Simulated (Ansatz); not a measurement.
Basis-set extrapolation for C3H7NO (`CC(N)C=O`) (PBE0-D4/def2-TZVP geometry, frozen core, Ansatz 0.2.0). Multiplicity 1, RHF reference.

```
                      def2-TZVPP   def2-QZVPP
                 HF  -247.078741  -247.090424
    MP2 correlation    -0.948115    -1.013906
CCSD(T) correlation    -1.021980      not run
```

Energies in hartree. Use E(X) = E(∞) + A·exp(−7.88·√X) for Hartree–Fock and E(X) = E(∞) + B·X^(−2.97) for correlation, with X = 3 and 4, and add CCSD(T) minus MP2 of the smaller set to the MP2 limit.

What is the CCSD(T) energy at the basis-set limit?

HF limit: -247.090424 + (-0.011683) × 0.13774 = -247.09203. MP2 limit: -1.013906 + (-0.065791) × 0.74074 = -1.06264. Higher-order term: -1.021980 − (-0.948115) = -0.07387. Total: -248.22854 hartree, 335.6 kJ/mol below CCSD(T)/def2-TZVPP.
